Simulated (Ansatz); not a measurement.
Input for Ansatz (development build ahead of 0.2.0):

```yaml
crystal:
  periodic: [false, false, false]
  atoms:
    - { symbol: P, position_ang: [-0.01828, -0.04447, -0.48737] }
    - { symbol: "N", position_ang: [-0.04509, 0.01867, 1.00408] }
basis:
  gaussian: { orbitals: aug-cc-pVDZ }
hamiltonian:
  xc: hf
correlation:
  method: mp2
  frozen_orbitals: { "N": 1, P: 5 }
```

The input is written out in the form of the current development build from the run's settings.

Output:

| Property | Result |
| --- | --- |
| Converged | yes |
| Reference energy | -395.15052 hartree |
| Correlation energy | -0.30353 hartree |
| Total energy | -395.45405 hartree |
| Spin squared of the determinant | 0.000 |

Caution: in another basis set an unrestricted determinant lies well below.
